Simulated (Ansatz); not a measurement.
The input, for Ansatz 0.2.0:

```yaml
crystal:
  periodic: [false, false, false]
  atoms:
    - {symbol: Si, position_ang: [0.000000, -0.165297, 1.047083]}
    - {symbol: C, position_ang: [0.000000, 0.151377, -2.593225]}
    - {symbol: H, position_ang: [0.000000, 2.802042, 1.724913]}
basis:
  gaussian: {orbitals: STO-3G}
magnetization: {spin_polarized: false, initial_magnetization: 3}
correlation: {method: fic_nevpt4_sd, electrons: outside_noble_gas, active_space: {window: {electrons: 5, orbitals: 5}}}
scf: {lower_state_search: light}
nroots: 3
```

```sh
$ ansatz run in.yaml --threads 1 --pin off --events-out ev --progress --plain --max-ram 2393MiB
```

Q: One thing in this input was set wrong on purpose, beside settings that are merely unusual. What is the gravest fault, and what does the program do?

A: Unknown input key. How the run ends: refused.
```
Error: YAML parse error: error: line 12 column 1: unknown field `nroots`, expected one of crystal, accuracy, basis, kpoints, hamiltonian, magnetization, projection, total_charge, correlation, batch, efield, external_charges, scf, relax, neb, saddle, md, ramp, phonons, dielectric, real_time, elastic, magnetic_configurations, gw, evaluate, workflow, output, checkpoint, execution
  --> <input>:12:1
   |
10 | correlation: {method: fic_nevpt4_sd, electrons: outside_noble_gas…
11 | scf: {lower_state_search: light}
12 | nroots: 3
   | ^ unknown field `nroots`, expected one of crystal, accuracy, basis, kpoints, hamiltonian, magnetization, projection, total_charge, correlation, batch, efield, external_charges, scf, relax, neb, saddle, md, ramp, phonons, dielectric, real_time, elastic, magnetic_configurations, gw, evaluate, workflow, output, checkpoint, execution
```
